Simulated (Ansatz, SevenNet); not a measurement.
**Elastic constant C11 of fcc Al: levels of theory against measurement**

Reference value: 114 GPa (measured, 0 K, low-temperature values given for 0 K; zero-point effects included; as tabulated in Li et al. (2021), arXiv:2102.01972).

```
level (code)           value (GPa)  cell (Å³/atom)
---------------------  -----------  --------------
SevenNet-0                     107           16.46
LDA (Ansatz)                   115           15.79
PBE (Ansatz)                   105           16.48
PBE-D3(BJ) (Ansatz)     (withheld)           15.78
r²SCAN+rVV10 (Ansatz)          133           15.84
```

Task: Fill in the missing entries.

Result: 
- PBE-D3(BJ) (Ansatz, an electronic-structure program), value (GPa): 121

Differences against the reference: SevenNet-0 -6.1 %, LDA +0.9 %, PBE -7.9 %, PBE-D3(BJ) +6.1 %, r²SCAN+rVV10 +16.7 %.

Once the reference is moved by up to 5.0 % (a margin picked here for doubts on the reference and the settings, and for temperature and zero-point motion) and values within 1.7 % count as equal, the nearest can be LDA (+0.9 %), SevenNet-0 (-6.1 %) or PBE-D3(BJ) (+6.1 %). By the same margin the farthest can be r²SCAN+rVV10 (+16.7 %) or PBE (-7.9 %).

The reference isn't brought to a static lattice, while the calculations are for one, so the differences are not the levels' errors alone.  PBE-D3(BJ): the dispersion coefficients are held fixed in the derivatives. Each level is taken at its own relaxed cell. Cutoffs differ between the levels. Ansatz's density-functional and Hartree–Fock values are scalar-relativistic unless marked +SOC, with PAW data made under PBE.

Machine-learned potentials (SevenNet-0) are trained on DFT data: a solid inside that data is no test of them.

Differences are worked out from the printed values.
